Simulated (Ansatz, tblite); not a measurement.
# The cluster SnF2: charged states by level of theory

The task here is to estimate one member of a computed series from the others.

Computed with Ansatz 0.2.0, Gaussian basis. Level: as each input shows.

Plan: charge +1 doublet, at the geometry of the singlet (PBE0-D4/def2-TZVP, PBE-D4/def2-TZVP, r2SCAN-D4/def2-TZVP, CCSD(T)/def2-TZVPP); charge -1 doublet, at the geometry of the singlet (PBE0-D4/def2-TZVPD, PBE-D4/def2-TZVPD, r2SCAN-D4/def2-TZVPD, CCSD(T)/def2-TZVPD); the starting singlet's energies come from earlier runs.

### The geometry

The geometry is that of the singlet, from an earlier relaxation (PBE-D4/def2-TZVP). At that level it is the lowest of the isomers that a small search found.

3 atoms, charge 0, spin multiplicity 1.

Atoms are counted from 1 here; the program's logs count them from 0.

Bond lengths: Sn1–F2 1.961 Å, Sn1–F3 1.961 Å. Angles: F2–Sn1–F3 96.7°.

Coordinates:

```xyz
3
charge 0, multiplicity 1
Sn    0.2276    0.8331   -0.0937
F     1.2703   -0.8237   -0.2111
F    -1.4979   -0.0094    0.3048
```

Sn takes a core potential in the def2 sets. No spin-orbit coupling is included.

The first run:

in.yaml reads:

```yaml
crystal:
  periodic: [false, false, false]
  atoms:
    - {symbol: Sn, position_ang: [0.227622, 0.833105, -0.093687]}
    - {symbol: F, position_ang: [1.270282, -0.823724, -0.211095]}
    - {symbol: F, position_ang: [-1.497904, -0.009390, 0.304782]}
basis:
  gaussian: {orbitals: def2-TZVP}
total_charge: 1
magnetization: {spin_polarized: true, initial_magnetization: 1}
hamiltonian: {xc: pbe0, dispersion: d4}
output: {orbitals: {seedname: orbitals}}
```

Run with:

```sh
$ ansatz run in.yaml --threads 4 --pin off --events-out ev --progress --plain --max-ram 3916MiB
```

Among the steps run: Charge +1 doublet at the fixed geometry, PBE0-D4/def2-TZVP; Charge +1 doublet at the fixed geometry, PBE-D4/def2-TZVP; Charge +1 doublet at the fixed geometry, r2SCAN-D4/def2-TZVP; Charge +1 doublet at the fixed geometry, CCSD(T)/def2-TZVPP; Charge -1 doublet at the fixed geometry, PBE0-D4/def2-TZVPD; Charge -1 doublet at the fixed geometry, PBE-D4/def2-TZVPD; Charge -1 doublet at the fixed geometry, r2SCAN-D4/def2-TZVPD; Charge -1 doublet at the fixed geometry, CCSD(T)/def2-TZVPD.

One of the session's tables, all rows but one given; the rest of the session is left out.

It belongs to the step «Vertical electron affinity». 

| method | vertical electron affinity (eV) |
| --- | --- |
| HF/def2-TZVPD | 0.75 |
| PBE-D4/def2-TZVPD | 0.90 |
| r2SCAN-D4/def2-TZVPD | 1.05 |
| PBE0-D4/def2-TZVPD | 1.02 |
| MP2/def2-TZVPD | 0.84 |
| CCSD/def2-TZVPD | 0.95 |
| CCSD(T)/def2-TZVPD | ? |

**Question.** Estimate the row for CCSD(T)/def2-TZVPD.

As computed: vertical electron affinity (eV): 0.93. In the column «vertical electron affinity (eV)» it lies between PBE-D4/def2-TZVPD (0.90) and CCSD/def2-TZVPD (0.95).

To keep in mind: The anion's highest level is positive in at least one run, so there the basis alone may hold the extra electron.
